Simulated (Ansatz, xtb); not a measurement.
C2H2S: which of two isomers lies lower

Structure a: `C#CS`, a singlet. Structure b: `C=C=S`, a singlet. Both are isolated molecules in the gas phase, relaxed with PBE0-D3(BJ)/pcseg-1.

a (Å):

```xyz
5

C    -0.7319    0.1412   -0.1001
C    -0.6531   -0.0963    1.0825
S    -0.7889    0.5892   -1.7307
H    -1.3499   -0.5565   -2.1862
H    -0.5884   -0.3178    2.1278
```

b (Å):

```xyz
5

C     0.3527    0.1784    0.7876
C     0.5125    0.7679   -0.3671
S     0.7030    1.4728   -1.7472
H     1.0105    0.4133    1.6236
H    -0.4400   -0.5554    0.9286
```

**Question.** Estimate which is lower in electronic energy at CCSD(T)/def2-TZVPP, and by roughly how much.

**Answer.** The CCSD(T)/def2-TZVPP calculation puts structure b lower, by 0.698 eV.

Level by level:

```tsv
level	geometry	E(b) − E(a) (eV)	departure from the last row (eV)	job, with rough time for the two
GFN2-xTB	GFN2-xTB	−0.624	+0.074	optimisation, 0.57 s
HF/STO-3G	GFN2-xTB	−0.145	+0.553	single point, 0.98 s
r2SCAN-D4/def2-SVP	GFN2-xTB	−1.007	−0.309	single point, 5.7 s
PBE0-D3(BJ)/pcseg-1	PBE0-D3(BJ)/pcseg-1	−0.899	−0.201	optimisation, 28 s
HF/def2-TZVPP	PBE0-D3(BJ)/pcseg-1	−0.594	+0.105	part of the CCSD(T) run
MP2/def2-TZVPP	PBE0-D3(BJ)/pcseg-1	−0.653	+0.046	part of the CCSD(T) run
CCSD(T)/def2-TZVPP	PBE0-D3(BJ)/pcseg-1	−0.698		single point, 52 s
```

As drawn, b has 1 C=C, 1 C=S, 1 C–H in place of 1 C≡C, 1 C–S, 1 S–H.

The levels shown agree on the order. The largest departure from CCSD(T)/def2-TZVPP is that of HF/STO-3G, 0.553 eV.

With harmonic frequencies from PBE0-D3(BJ)/pcseg-1 (ideal gas, rigid rotor, one conformer each, 298.15 K, 1 atm): on the last row, ΔE + ΔZPE = −0.642, ΔH = −0.651, ΔG = −0.618 eV.

The correlated steps freeze 7 core orbitals. Run with Ansatz 0.2.0, xtb 6.7.1; the last row on 1 thread of AMD EPYC (Zen 3) on a shared host.
